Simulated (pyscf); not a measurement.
PySCF, gas phase, ωB97X-D3(BJ)/def2-SVP geometries.

Task: Estimate the classical barrier height and the reaction energy of H₃C–InH–O–SiH₃ (SMILES [CH3][InH][O][SiH3]) + H₂ (SMILES [H][H]) -> H₃C–InH₂ (SMILES [CH3][InH2]) + HO–SiH₃ (SMILES O[SiH3]) at ωB97M-D3(BJ)/def2-TZVP. The step runs on the singlet surface, breaks In–O, H–H and forms H–In, H–O; take the separated reactants as zero.

Result: ΔE‡ = 19.2 kcal/mol, ΔE = +10.3 kcal/mol. Zero-point energy shifts the barrier by +2.1 kcal/mol. It is a four-centre exchange, with an imaginary mode of 1277i cm⁻¹. On the product side the descent ends in an adduct with a In–O contact, 13.5 kcal/mol under the separated species and 19.4 kcal/mol under the saddle at ωB97X-D3(BJ)/def2-TZVP. What is counted as broken (In–O) persists as a longer contact in the product adduct; parting that adduct is a step of its own. At the saddle there is also a short H–In contact that neither side keeps. One saddle was located; it need not be the lowest between these sides. Elements past Kr carry the def2 core potentials, without spin-orbit coupling.
